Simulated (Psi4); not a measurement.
Process, species as SMILES: N#P (N-P) + 3 [H][H] (H2) → N (NH3) + P (PH3)
B3LYP-D3(BJ)/def2-TZVP geometries, fixed; electronic energies without zero-point terms.
Largest species:
```
N
H 1 1.0136
H 1 1.0136 2 107.33
H 1 1.0136 2 107.33 3 -115.09
```
Charge 0, spin multiplicity 1.

Effect of the integral screening threshold at M06-2X/cc-pV(T+d)Z with Psi4, against the last row, where the energy of full hydrogenation is -68.73 kcal/mol.

```tsv
setting	largest shift of a total energy (mEh)	shift of the energy of full hydrogenation (kcal/mol)
ints_tolerance: 1e-6	0.001	0.000
ints_tolerance: 1e-8	0.000	0.000
ints_tolerance: 1e-10	0.000	0.000
ints_tolerance: 1e-14	0.000	0.000
```

Within 0.02 kcal/mol in the energy of full hydrogenation: ints_tolerance: 1e-6; ints_tolerance: 1e-8; ints_tolerance: 1e-10. The largest shift is 0.001 mEh in a total energy and 0.000 kcal/mol in the difference.
